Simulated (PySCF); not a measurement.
**A search over the determinants of P₂⁺**

Unrestricted PBE0; P def2-SVP; no relativity (PySCF 2.14). Outer shells of the fragments: P+ 3s2 3p2; P 3s2 3p3.

Followed along the bond (rough minima from three points):

| 2Ms+1 | unpaired | ⟨S²⟩ at the start | R at minimum (Å) | Te (eV) |
| --- | --- | --- | --- | --- |
| 2 | π ↑ | 0.96 | 1.98 | 0.00 |
| 2 | σ ↑ | 1.62 | 1.89 | 0.39 |
| 4 | π ↑↑↑ | 3.76 | 2.24 | 1.65 |
| 2 | π ↑↑↓ | 1.76 | 2.24 | 2.07 |
| 6 | σ ↑, π ↑↑↑↑ | 8.75 | none in the scan | ≤ 2.74 |

Solutions found at the starting distance of 2.230 Å, counted from the lowest of them; the search is not exhaustive and high or unbound solutions are not listed, so other states can lie among these:

```
2Ms+1     unpaired   term  E (eV)  ⟨S²⟩  ⟨Lz²⟩
    2          π ↑     ²Π    0.00  0.96   1.07
    2          σ ↑  mixed    0.81  1.62   0.00
    4        π ↑↑↑     ⁴Π    1.01  3.76   1.00
    2        π ↑↑↓  mixed    1.43  1.76   3.02
    4    σ ↑, π ↑↑  mixed    1.83  3.96   2.01
    2    σ ↓, π ↑↑  mixed    2.33  1.78   2.01
    6  σ ↑, π ↑↑↑↑    ⁶Σ⁺    2.37  8.75   0.00
    4    σ ↑, π ↑↑  mixed    2.53  3.76   2.00
    2          π ↑  mixed    2.87  0.75   3.01
    2    σ ↓, π ↑↑  mixed    3.03  1.77   2.00
    4  σ ↓, π ↑↑↑↑  mixed    3.36  4.79   0.00
    4    σ ↑↑, π ↑     ⁴Π    5.58  3.99   1.08
    4        π ↑↑↑     ⁴Π    5.74  3.76   1.00
    6  σ ↑↑, π ↑↑↑     ⁶Π    6.03  8.75   1.00
```

A term symbol is given only where ⟨S²⟩ and ⟨Lz²⟩ are close to those of a pure state; real π, δ and φ orbitals otherwise mix terms, and g/u labels are left off.

Q: Compare the gap between the two lowest followed solutions at the starting distance with the gap between their minima.

A: At PBE0 the second solution (Ms = 0.5 of mixed spin, unpaired electrons σ ↑) lies +0.81 eV from the first (doublet, unpaired electrons π ↑) at 2.230 Å and +0.39 eV at the minima; the two curves relax by different amounts, since their minima lie near 1.89 and 1.98 Å.

Counting both spins, an empty level lies below a filled one in some of these solutions, because spin and occupation are held.
